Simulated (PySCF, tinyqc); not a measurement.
Worked calculation: RHF in the sto-6g basis, for H2O, spin multiplicity 1. The lowest restricted solution is unstable here: a spin-polarised one lies 0.0263 hartree lower (PySCF). One step of it, computed by the program tinyqc.

Question. Iteration 2: diagonalisation and new density. Diagonalise F' = X^T F X, C = X C', fill 5 alpha and 5 beta electrons from the bottom; D = 2 C_occ C_occ^T. Each column has its largest component positive (the first on a tie).

Fock matrix F (hartree):
```
             1O 1s      1O 2s     1O 2px     1O 2py     1O 2pz      2H 1s      3H 1s
1O 1s   -20.144495  -4.887544   0.000000   0.000000  -0.018110  -0.445690  -0.445690
1O 2s    -4.887544  -2.071209   0.000000   0.000000  -0.042041  -0.461707  -0.461707
1O 2px    0.000000   0.000000  -0.170887   0.000000   0.000000   0.000000   0.000000
1O 2py    0.000000   0.000000   0.000000  -0.022603   0.000000  -0.270454   0.270454
1O 2pz   -0.018110  -0.042041   0.000000   0.000000  -0.051013  -0.224112  -0.224112
2H 1s    -0.445690  -0.461707   0.000000  -0.270454  -0.224112  -0.208308  -0.088649
3H 1s    -0.445690  -0.461707   0.000000   0.270454  -0.224112  -0.088649  -0.208308
```

X:
```
            1O 1s      1O 2s    1O 2px     1O 2py     1O 2pz      2H 1s      3H 1s
1O 1s    1.021593  -0.125349  0.000000   0.000000  -0.003079   0.012352   0.012352
1O 2s   -0.125349   1.071823  0.000000   0.000000   0.027414  -0.131998  -0.131998
1O 2px   0.000000   0.000000  1.000000   0.000000   0.000000   0.000000   0.000000
1O 2py   0.000000   0.000000  0.000000   1.031618   0.000000  -0.107852   0.107852
1O 2pz  -0.003079   0.027414  0.000000   0.000000   1.014746  -0.071284  -0.071284
2H 1s    0.012352  -0.131998  0.000000  -0.107852  -0.071284   1.049330  -0.026665
3H 1s    0.012352  -0.131998  0.000000   0.107852  -0.071284  -0.026665   1.049330
```

Give: F' = X^T F X; orbital energies; coefficients C; D after iteration 2.

Answer.

F' = X^T F X (hartree):
```
          1        2        3        4        5        6        7
1  -19.8243  -2.4761   0.0000   0.0000  -0.0304  -0.0286  -0.0286
2   -2.4761  -1.1603   0.0000   0.0000   0.0403  -0.2521  -0.2521
3    0.0000   0.0000  -0.1709   0.0000   0.0000   0.0000   0.0000
4    0.0000   0.0000   0.0000   0.0935   0.0000  -0.2901   0.2901
5   -0.0304   0.0403   0.0000   0.0000   0.0094  -0.2189  -0.2189
6   -0.0286  -0.2521   0.0000  -0.2901  -0.2189  -0.0402  -0.0267
7   -0.0286  -0.2521   0.0000   0.2901  -0.2189  -0.0267  -0.0402
```

orbital energies (hartree): MO1 -20.1476, MO2 -0.9769, MO3 -0.3737, MO4 -0.2637, MO5 -0.1709, MO6 0.3460, MO7 0.4537

coefficients C:
```
            MO1      MO2      MO3      MO4     MO5      MO6      MO7
1O 1s    0.9968  -0.2318   0.0000   0.0843  0.0000  -0.0715   0.0000
1O 2s    0.0136   0.9262   0.0000  -0.4276  0.0000   0.3990   0.0000
1O 2px   0.0000   0.0000   0.0000   0.0000  1.0000   0.0000   0.0000
1O 2py   0.0000   0.0000   0.5660   0.0000  0.0000   0.0000   0.8758
1O 2pz   0.0014   0.0663   0.0000   0.6755  0.0000   0.7615   0.0000
2H 1s   -0.0018   0.1465   0.5006   0.4255  0.0000  -0.5857  -0.5830
3H 1s   -0.0018   0.1465  -0.5006   0.4255  0.0000  -0.5857   0.5830
```

D after iteration 2:
```
          1O 1s    1O 2s  1O 2px   1O 2py   1O 2pz    2H 1s    3H 1s
1O 1s    2.1091  -0.4744  0.0000   0.0000   0.0860   0.0003   0.0003
1O 2s   -0.4744   2.0818  0.0000   0.0000  -0.4549  -0.0926  -0.0926
1O 2px   0.0000   0.0000  2.0000   0.0000   0.0000   0.0000   0.0000
1O 2py   0.0000   0.0000  0.0000   0.6408   0.0000   0.5667  -0.5667
1O 2pz   0.0860  -0.4549  0.0000   0.0000   0.9214   0.5943   0.5943
2H 1s    0.0003  -0.0926  0.0000   0.5667   0.5943   0.9062  -0.0961
3H 1s    0.0003  -0.0926  0.0000  -0.5667   0.5943  -0.0961   0.9062
```
